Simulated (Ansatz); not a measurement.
Working through a composite energy at a relaxed geometry of BH2N, SMILES B[N]

With Ansatz's Python interface.

Notebook, run cell by cell (the value of a cell's last expression is shown):

**Cell 1**
```python
import itertools

import ansatz as az
from ase import Atoms
from ase.data import atomic_numbers, covalent_radii
import numpy as np
```

**Cell 2**
```python
BASIS_SET = "def2-SVP"
FUNCTIONAL = "PBE0"
VDW = "d4"
```

**Cell 3**
```python
atoms = Atoms(["B", "N", "H", "H"], positions=[
    (-0.083, 0.006, 0.0154),
    (1.3974, -0.1255, -0.3005),
    (-0.6914, 0.9367, -0.3829),
    (-0.623, -0.8172, 0.6679),
])
system = az.Crystal.molecule_from_ase(atoms)
```

**Cell 4**
```python
base = system.calculation()
base = base.basis(gaussian=BASIS_SET)
base = base.functional(FUNCTIONAL, dispersion=VDW).spin("collinear", total=2)
symbols = [site.symbol for site in system.cartesian_sites]
start = np.array([site.position_ang for site in system.cartesian_sites], dtype=float)
data = base.relax(force_tolerance=0.01).run().report
end = np.array(data["positions_ang"])
# pairs closer than 1.2 times the sum of covalent radii, before or after
radius = [covalent_radii[atomic_numbers[s]] for s in symbols]
span = lambda where, i, j: np.linalg.norm(where[i] - where[j])
bonded = [(i, j) for i, j in itertools.combinations(range(len(symbols)), 2) if min(span(start, i, j), span(end, i, j)) < 1.2 * (radius[i] + radius[j])]
print("pair        before    after (A)")
for i, j in bonded:
    print(f"{symbols[i]}{i}-{symbols[j]}{j}".ljust(10), f"{span(start, i, j):8.4f} {span(end, i, j):8.4f}")
```
Output:
```text
pair        before    after (A)
B0-N1        1.5194   1.4479
B0-H2        1.1811   1.2124
B0-H3        1.1811   1.2124
```

**Cell 5**
```python
minimum = az.Crystal.molecule()
for symbol, place in zip(symbols, end):
    minimum = minimum.atom(symbol, place.tolist())
at_minimum = minimum.calculation().spin("collinear", total=2)
# MP2 extrapolated to the basis limit, plus the small-basis difference CCSD(T) - MP2
level = lambda method, basis: at_minimum.basis(gaussian=basis).correlation(method).run().report
small, large, cluster = level("mp2", "cc-pVDZ"), level("mp2", "cc-pVTZ"), level("ccsd_t", "cc-pVDZ")
corr = lambda each: (each["free_energy_ev"] - each["reference_energy_ev"]) / 27.211386246
mp2_limit = (27 * corr(large) - 8 * corr(small)) / 19
pieces = {"HF / cc-pVTZ": large["reference_energy_ev"] / 27.211386246, "MP2 correlation, DZ-TZ limit": mp2_limit, "CCSD(T) - MP2 / cc-pVDZ": corr(cluster) - corr(small)}
for name, value in pieces.items():
    print(f"{name:32s} {value:14.6f} Ha")
print(f"{'sum':32s} {sum(pieces.values()):14.6f} Ha")
print("T1 diagnostic", round(cluster["correlation"]["coupled_cluster"]["t1_diagnostic"], 4))
```
Output:
```text
HF / cc-pVTZ                         -80.251407 Ha
MP2 correlation, DZ-TZ limit          -0.246445 Ha
CCSD(T) - MP2 / cc-pVDZ               -0.039453 Ha
sum                                  -80.537305 Ha
T1 diagnostic 0.0197
```

Caveats:
- Total energies depend on the basis set; only differences at equal settings carry meaning.
- The sum leaves out core correlation, relativity, the Hartree-Fock basis error and zero-point energy; a DZ-TZ extrapolation is rough.
- The species is open-shell (spin multiplicity 3).
- Inner cores stay frozen, so this is valence correlation.
- An extrapolation from small basis sets is rough.
- The whole script took 9.4 s on 1 thread of Arm Neoverse V1, on a shared host, peak memory 0.19 GiB.

(A comment or docstring line of the script was reworded after the run, the code is as it ran.)
